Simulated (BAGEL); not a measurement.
# BH2 (boron dihydride): MRCI(5,6)/cc-pVTZ (density fitting with cc-pvqz-jkfit)

What is the vertical ionisation energy of BH2 (boron dihydride) at MRCI(5,6)/cc-pVTZ (density fitting with cc-pvqz-jkfit)? 

The calculation is run with BAGEL 1.2.2.

6 further runs of the same task are left out: 2 that didn't finish, 4 set aside as unsound or not needed.

## (1) The structure to begin with

BH2: 3 atoms, total charge 0, spin state doublet. As SMILES, `[BH2]`. The coordinates come from a GFN2-xTB relaxation.

Bond lengths: B1–H2 1.159 Å, B1–H3 1.159 Å. Angles: H2–B1–H3 128.4°.

## (2) The energy at MRCI(5,6)/cc-pVTZ (density fitting with cc-pvqz-jkfit)

input.json

```json
{ "bagel": [

{
  "title": "molecule",
  "basis": "cc-pvtz.json",
  "df_basis": "cc-pvqz-jkfit",
  "angstrom": true,
  "geometry": [
    { "atom": "B", "xyz": [       0.262840,      -0.166230,       0.128640 ] },
    { "atom": "H", "xyz": [       0.280020,       0.985320,       0.260980 ] },
    { "atom": "H", "xyz": [      -0.542860,      -0.819090,      -0.389630 ] }
  ]
},

{ "title": "hf", "charge": 1 },

{ "title": "casscf", "nstate": 1, "nact": 6, "nclosed": 1, "nspin": 1, "maxiter": 200, "natocc": true },

{ "title": "print", "file": "orbitals.molden", "orbitals": true },

{ "title": "smith", "method": "mrci", "ncore": 1 }

]}
```

The basis set cc-pVTZ is read from a file made from the Basis Set Exchange's data (not shown).

The run is started by

```
$ BAGEL_NUM_THREADS=1 BAGEL input.json > input.out
```

The log of the run:

```text
* using 1 threads per process

  ===============================================================
  ===============================================================

  *** Geometry ***

  { "atom" : "B", "xyz" : [      0.496696,     -0.314129,      0.243094 ] },
  { "atom" : "H", "xyz" : [      0.529161,      1.861985,      0.493181 ] },
  { "atom" : "H", "xyz" : [     -1.025857,     -1.547856,     -0.736294 ] },

  Number of auxiliary basis functions:      208

  Since a DF basis is specified, we compute 2- and 3-index integrals:
    o Being stored without compression. Storage requirement is 0.006 GB

  Number of basis functions:       58
  Number of electrons      :        7

    * METHOD: MOLECULE                             0.03

  *** RHF ***

  === Nuclear Repulsion ===
     4.8182438468

      * DIIS with orbital gradients will be used.

[... 6 lines left out ...]
    * SCF iteration converged.
[... 1 line left out ...]
    * Permanent dipole moment:
[... 22 lines left out ...]
    * Second-order optimization converged. *
[... 11 lines left out ...]
     * ci vector, state   0, <S^2> = 0.7500
[... 5 lines left out ...]
    * METHOD: CASSCF                               1.02

    * METHOD: PRINT                                0.01

  === SMITH program ===

    * freezing 1 orbital
    * XMS rotation is only appropriate for CASPT2, and will not be used with mrci

    * Approximate memory requirement for SMITH calulation per MPI process:
      o Storage requirement for T-amplitude, lambda, and residual is 0.00 GB
      o Storage requirement for MO integrals is 0.00 GB
    * Calculating and saving rdm4

    * Zeroth order energy : state  0       -2.4235461397

      ---- iteration ----

        0   0   -25.85677746     0.00946419      1.55
        1   0   -25.85964678     0.00245693      0.85
        2   0   -25.85989764     0.00082223      0.85
[... 5 lines of this table left out ...]
        8   0   -25.85993236     0.00000280      0.86
    ** throwing out 1 trial vectors **
        9   0   -25.85993236     0.00000117      0.84
    ** throwing out 1 trial vectors **
       10   0   -25.85993236     0.00000049      0.85

      -------------------

        0   0   -25.86201082     0.00000000      0.00

    * METHOD: SMITH                               10.44

  ===============================================================
```

Wall time 12 s (1 thread of Arm Neoverse V2, shared host); peak memory 0.22 GiB.

## (3) The singlet cation

input.json

```json
{ "bagel": [

{
  "title": "molecule",
  "basis": "cc-pvtz.json",
  "df_basis": "cc-pvqz-jkfit",
  "angstrom": true,
  "geometry": [
    { "atom": "B", "xyz": [    0.262840,   -0.166230,    0.128640 ] },
    { "atom": "H", "xyz": [    0.280020,    0.985320,    0.260980 ] },
    { "atom": "H", "xyz": [   -0.542860,   -0.819090,   -0.389630 ] }
  ]
},
{
  "title": "hf",
  "charge": 1
},
{
  "title": "casscf",
  "nstate": 1,
  "nact": 6,
  "nclosed": 1,
  "charge": 1,
  "maxiter": 200,
  "natocc": true
},
{
  "title": "print",
  "file": "orbitals.molden",
  "orbitals": true
},
{
  "title": "smith",
  "method": "mrci",
  "ncore": 1
}

]}
```

The basis set cc-pVTZ is read from a file made from the Basis Set Exchange's data (not shown).

The run is started by

```
$ BAGEL_NUM_THREADS=1 BAGEL input.json > input.out
```

The log of the run:

```text
* using 1 threads per process

  ===============================================================
  ===============================================================

  *** Geometry ***

  { "atom" : "B", "xyz" : [      0.496696,     -0.314129,      0.243094 ] },
  { "atom" : "H", "xyz" : [      0.529161,      1.861985,      0.493181 ] },
  { "atom" : "H", "xyz" : [     -1.025857,     -1.547856,     -0.736294 ] },

  Number of auxiliary basis functions:      208

  Since a DF basis is specified, we compute 2- and 3-index integrals:
    o Being stored without compression. Storage requirement is 0.006 GB

  Number of basis functions:       58
  Number of electrons      :        7

    * METHOD: MOLECULE                             0.03

  *** RHF ***

  === Nuclear Repulsion ===
     4.8182438468

      * DIIS with orbital gradients will be used.

[... 6 lines left out ...]
    * SCF iteration converged.
[... 1 line left out ...]
    * Permanent dipole moment:
[... 22 lines left out ...]
    * Second-order optimization converged. *
[... 11 lines left out ...]
     * ci vector, state   0, <S^2> = -0.0000
[... 8 lines left out ...]
    * METHOD: CASSCF                               2.87

    * METHOD: PRINT                                0.01

  === SMITH program ===

    * freezing 1 orbital
    * XMS rotation is only appropriate for CASPT2, and will not be used with mrci

    * Approximate memory requirement for SMITH calulation per MPI process:
      o Storage requirement for T-amplitude, lambda, and residual is 0.00 GB
      o Storage requirement for MO integrals is 0.00 GB
    * Calculating and saving rdm4

    * Zeroth order energy : state  0       -3.6676059446

      ---- iteration ----

        0   0   -25.52908360     0.00734817      1.56
        1   0   -25.53058700     0.00185142      0.84
        2   0   -25.53072610     0.00068939      0.84
[... 5 lines of this table left out ...]
        8   0   -25.53074603     0.00000087      0.84

      -------------------

        0   0   -25.53130995     0.00000000      0.00

    * METHOD: SMITH                                8.66

  ===============================================================
```

It took 12 s on 1 thread of Arm Neoverse V2, shared host; peak memory 0.22 GiB.

## (4) Outcome

At MRCI(5,6)/cc-pVTZ (density fitting with cc-pvqz-jkfit), 1 core orbital frozen:

| quantity | value |
| --- | --- |
| doublet BH2: total energy | -25.85993 Eh |
| singlet cation: total energy | -25.53075 Eh |
| vertical ionisation energy (to the singlet cation) | 8.958 eV |

In words: Removing an electron at fixed nuclei costs 8.96 eV (207 kcal/mol). Only the singlet of the ionised species was computed; a triplet could lie lower. With the Davidson correction the energy (doublet BH2) is -25.86201 Eh. With the Davidson correction the energy (singlet cation) is -25.53131 Eh.
